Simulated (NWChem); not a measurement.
System: methanol (CH4O); SMILES OC

Here is an NWChem input.

```
start job
memory heap 200 mb stack 900 mb global 1100 mb
geometry units angstroms noautosym
  C     -0.666756     0.204248     0.185643
  O      0.611954    -0.230834    -0.206181
  H     -0.814057     0.107644     1.266827
  H     -1.382108    -0.436553    -0.326513
  H     -0.848451     1.244090    -0.107234
  H      1.275969     0.315100     0.227552
end
basis spherical
  * library def2-svp
end
dft
  xc b3lyp
  iterations 150
end
driver
  maxiter 150
end
task dft optimize
```

Excerpt of the output:

```
             Northwest Computational Chemistry Package (NWChem) 7.3.0
             --------------------------------------------------------

                             Geometry "geometry" -> ""
                             -------------------------

 Output coordinates in angstroms (scale by  1.889725989 to convert to a.u.)

  No.       Tag          Charge          X              Y              Z
 ---- ---------------- ---------- -------------- -------------- --------------
    1 C                    6.0000    -0.61822539     0.17040928     0.15647400
    2 O                    8.0000     0.66048461    -0.26467272    -0.23535000
    3 H                    1.0000    -0.76552639     0.07380528     1.23765800
    4 H                    1.0000    -1.33357739    -0.47039172    -0.35568200
    5 H                    1.0000    -0.79992039     1.21025128    -0.13640300
    6 H                    1.0000     1.32449961     0.28126128     0.19838300

 Effective nuclear repulsion energy (a.u.)      40.5172637912

                                Z-matrix (autoz)
                                --------

 Units are Angstrom for bonds and degrees for angles

      Type          Name      I     J     K     L     M      Value
      ----------- --------  ----- ----- ----- ----- ----- ----------
    1 Stretch                  1     2                       1.40639
    2 Stretch                  1     3                       1.09544
    3 Stretch                  1     4                       1.08842
    4 Stretch                  1     5                       1.09547
    5 Stretch                  2     6                       0.96285
    6 Bend                     1     2     6               109.03330
    7 Bend                     2     1     3               111.71290
    8 Bend                     2     1     4               106.51946
    9 Bend                     2     1     5               111.71370
   10 Bend                     3     1     4               108.91283
   11 Bend                     3     1     5               108.98248
   12 Bend                     4     1     5               108.90707
   13 Torsion                  3     1     2     6         -61.24356
   14 Torsion                  4     1     2     6         179.93998
   15 Torsion                  5     1     2     6          61.13005

                           NWChem Geometry Optimization
                           ----------------------------

 maximum gradient threshold         (gmax) =   0.000450
 rms gradient threshold             (grms) =   0.000300
 maximum cartesian step threshold   (xmax) =   0.001800
 rms cartesian step threshold       (xrms) =   0.001200
 fixed trust radius                (trust) =   0.300000
 source of zmatrix                         =   autoz

          -------------------
          Energy Minimization
          -------------------

[...]

      ----------------------
      Optimization converged
      ----------------------

  Step       Energy      Delta E   Gmax     Grms     Xrms     Xmax
  ---- ---------------- -------- -------- -------- -------- --------
@    4    -115.63189344 -1.0D-07  0.00005  0.00002  0.00037  0.00084
                                     ok       ok       ok       ok

                                Z-matrix (autoz)
                                --------

 Units are Angstrom for bonds and degrees for angles

      Type          Name      I     J     K     L     M      Value     Gradient
      ----------- --------  ----- ----- ----- ----- ----- ---------- ----------
    1 Stretch                  1     2                       1.40710    0.00004
    2 Stretch                  1     3                       1.10916   -0.00001
    3 Stretch                  1     4                       1.10113   -0.00001
    4 Stretch                  1     5                       1.10915   -0.00001
    5 Stretch                  2     6                       0.96517   -0.00005
    6 Bend                     1     2     6               108.20149    0.00000
    7 Bend                     2     1     3               113.24900   -0.00000
    8 Bend                     2     1     4               107.60351    0.00001
    9 Bend                     2     1     5               113.24945   -0.00000
   10 Bend                     3     1     4               107.33237   -0.00000
   11 Bend                     3     1     5               107.76140   -0.00000
   12 Bend                     4     1     5               107.33202   -0.00000
   13 Torsion                  3     1     2     6         -61.59459    0.00000
   14 Torsion                  4     1     2     6         179.94944   -0.00000
   15 Torsion                  5     1     2     6          61.49363   -0.00000

                         Geometry "geometry" -> "geometry"
                         ---------------------------------

 Output coordinates in angstroms (scale by  1.889725989 to convert to a.u.)

  No.       Tag          Charge          X              Y              Z
 ---- ---------------- ---------- -------------- -------------- --------------
    1 C                    6.0000    -0.60245512     0.16730588     0.15347924
    2 O                    8.0000     0.67486051    -0.27143716    -0.24136648
    3 H                    1.0000    -0.77913144     0.07513125     1.24458721
    4 H                    1.0000    -1.34456167    -0.46858926    -0.35387379
    5 H                    1.0000    -0.81369906     1.21696882    -0.13599998
    6 H                    1.0000     1.33272145     0.28128313     0.19825381

 Effective nuclear repulsion energy (a.u.)      40.3081362616

                Final and change from initial internal coordinates
                --------------------------------------------------

                                Z-matrix (autoz)
                                --------

 Units are Angstrom for bonds and degrees for angles

[...]
```

Level: B3LYP/def2-SVP. B3LYP is NWChem's, with the RPA form of VWN correlation.
